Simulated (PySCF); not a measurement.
## A rate constant, worked out

An elementary step of AlNH$_{4}$S, singlet (AlNH₄S ([NH2][AlH][SH]) → AlHS ([AlH][S]) + NH₃ (still joined by a long Al–N bond); Al–N, S–H broken or loosened, N–H formed or tightened). The start structure is the reactant molecule, and the electronic barrier above it is 1.405 eV by CCSD(T) at an estimated basis limit (MP2 extrapolated from triple and quadruple zeta, plus CCSD(T) − MP2 in triple zeta). Program: PySCF 2.14 with density fitting (its default auxiliary sets; JK sets also for MP2 and CCSD(T)). Basis: def2-TZVPP and def2-QZVPP. Cores are frozen in the correlated methods. Extrapolation: Hartree–Fock as exp(−7.88 √X), correlation as X^−2.97. Harmonic wavenumbers (analytic Hessian with the translational sum rule) at PBE0-D4/def2-TZVP (PySCF 2.14 with density fitting (its default auxiliary sets; JK sets also for MP2 and CCSD(T))), in cm⁻¹:

Start: 175, 215, 332, 393, 473, 515, 516, 668, 733, 842, 1567, 1965, 2709, 3610, 3701.

Saddle: 1297i, 256, 404, 427, 556, 625, 682, 685, 716, 1190, 1510, 1607, 1971, 3527, 3621.

(1) Work out the transition-state-theory rate constant at 900 K from these numbers alone (harmonic vibrations; rotation, path degeneracy and anharmonicity left out), and the Wigner tunnelling factor. Use 1 cm⁻¹ = 1.2398 × 10⁻⁴ eV and k_B = 8.617 × 10⁻⁵ eV/K.

No T1 diagnostic of these runs exceeds 0.017.

Results:

(1) Zero-point energies, half the sums: start 18414/2 cm⁻¹ = 1.1415 eV; saddle, real modes only, 17777/2 cm⁻¹ = 1.1020 eV.
Barrier with zero-point energy: 1.405 + 1.1020 − 1.1415 = 1.3655 eV.
k_BT = 0.07756 eV, so the barrier is 17.61 k_BT.
Vibrational partition functions from the zero-point level, ln q = −Σ ln(1 − exp(−hν/k_BT)): start 7.326, saddle 5.112.
k = (k_BT/h) exp(ln q‡ − ln q) exp(−E0/k_BT), with log₁₀(k_BT/h in s⁻¹) = 13.27: log₁₀ k = 13.27 + (-2.214 − 17.61)/2.3026 = 4.66, so k ≈ 5 × 10^(4) s⁻¹.
Wigner factor: 1 + (hν‡/k_BT)²/24 = 1 + (2.07)²/24 = 1.18. A change of 1 kcal/mol (0.043 eV) in the barrier would change k by a factor of 1.7 at this temperature.

Labels in which every atom is bracketed show which atoms are joined, not bond orders.

For scale, one of the runs: CCSD(T)/def2-TZVPP, 171 basis functions, launched by `OMP_NUM_THREADS=4 python run.py`. Hardware: 4 CPU threads of an Arm Neoverse V1, shared host. Wall time 2.7 min; peak host memory 1.3 GiB.
